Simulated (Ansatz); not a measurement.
# CHAl (triplet): the correlation ladder, cc-pVDZ

The task here is to estimate one member of a computed series from the others.

Method: cc-pVDZ, core rule «outside noble gas», up to 6 orbitals frozen; program: Ansatz 0.2.0, Gaussian basis.

To be run: UHF; CCSD(T) on ROHF; CCSD(T) on UHF; BCCD(T) on ROHF; CISD; CCSDT(Q) on ROHF; CCSDT(Q) on UHF; CASSCF and MRCISD+Q, 8 electrons in 9 orbitals; CASSCF and NEVPT2, 8 electrons in 9 orbitals.

26 further runs of the same task are left out: 9 for a known fault of the program, 7 that didn't finish, 10 set aside as unsound or not needed.

## The system

The geometry is a PBE0/def2-TZVP stationary point (not a proven minimum) of the parent state, kept for this charge and spin.

3 atoms, charge 0, spin multiplicity 3.

Atoms are counted from 1 here; the program's logs count them from 0.

Bond lengths: Al1–C2 1.924 Å, Al1–H3 1.591 Å. Angles: C2–Al1–H3 180.0°.

Set-up of the first run:

in.yaml reads:

```yaml
crystal:
  periodic: [false, false, false]
  atoms:
    - {symbol: Al, position_ang: [0.000000, 0.000000, 0.110806]}
    - {symbol: C, position_ang: [0.000000, 0.000000, -1.812723]}
    - {symbol: H, position_ang: [0.000000, 0.000000, 1.701917]}
basis:
  gaussian: {orbitals: cc-pVDZ}
magnetization: {spin_polarized: true, initial_magnetization: 2}
hamiltonian: {xc: hf}
output: {orbitals: {seedname: orbitals}}
```

Started as:

```sh
$ ansatz run in.yaml --threads 1 --pin off --events-out ev --progress --plain --max-ram 2393MiB
```

Steps of the session up to this table: UHF; CCSD(T) on ROHF; CCSD(T) on UHF; BCCD(T) on ROHF; CISD; CCSDT(Q) on ROHF; CCSDT(Q) on UHF; CASSCF and MRCISD+Q, 8 electrons in 9 orbitals; CASSCF and NEVPT2, 8 electrons in 9 orbitals.

One table of the session follows, with a row left open; its other results are not shown here.

| method | from UCCSDT(Q) (meV) |
| --- | --- |
| ROHF | +5151.0 |
| UHF | +5065.2 |
| RMP2 | +1109.6 |
| UMP2 | +1126.8 |
| CISD | +581.8 |
| RCCSD | +303.5 |
| UCCSD | +301.1 |
| RCCSD(T) | +79.5 |
| UCCSD(T) | +79.2 |
| BCCD(T) | +88.1 |
| RCCSDT | +26.4 |
| UCCSDT | +25.6 |
| RCCSDT(Q) | +4.8 |
| UCCSDT(Q) | 0 |
| CASSCF valence | +2827.0 |
| NEVPT2 valence | +681.4 |
| MRCISD valence | ? |
| MRCISD+Q valence | +9.0 |

**Question.** Estimate the row for MRCISD valence.

**Answer.** from UCCSDT(Q) (meV): +156.7. In the column «from UCCSDT(Q) (meV)» it lies between BCCD(T) (+88.1) and UCCSD (+301.1).

Among the levels timed on like hardware and quicker than the yardstick, those that no quicker one beats, quickest first: CISD (1 s, +581.8 meV); BCCD(T) (1.6 s, +88.1 meV); RCCSD(T) (1.7 s, +79.5 meV); UCCSD(T) (3.9 s, +79.2 meV); MRCISD+Q valence (4.5 s, +9.0 meV); RCCSDT(Q) (7 s, +4.8 meV).

Limits of these values: Of the multireference levels listed MRCISD+Q valence comes nearest in total energy (+9.0 meV), which doesn't show that its space is the better one. Restricted and unrestricted rows rest on different reference determinants; where their highest levels disagree by more than a few hundredths of an eV, they describe different states and don't form one ladder.
